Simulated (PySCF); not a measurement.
dichloromethane (CH2Cl2), SMILES ClCCl. Coordinates come from a PBE0-D3(BJ)/def2-TZVP optimisation.

The numbers are results of PBE0-D3(BJ)/def2-TZVP (PySCF), not measurements.

Harmonic wavenumbers (cm⁻¹): 285, 732, 772, 904, 1179, 1288, 1461, 3128, 3205. Rotational constants (GHz): 32.67, 3.269, 3.030; symmetry number 2.

Task: Work out the zero-point energy and the ideal-gas rigid-rotor harmonic-oscillator thermochemistry at 298.15 K and 1 atm.

Result: ZPE = ½ Σ hcν = ½ × 12954 cm⁻¹ = 77.48 kJ/mol. H − E(el) = 89.28 kJ/mol. Entropy in J/(mol K): translation 164.14, rotation 96.37, vibration 9.33, total 269.85. G − E(el) = 8.82 kJ/mol. Cp = 50.51 J/(mol K).
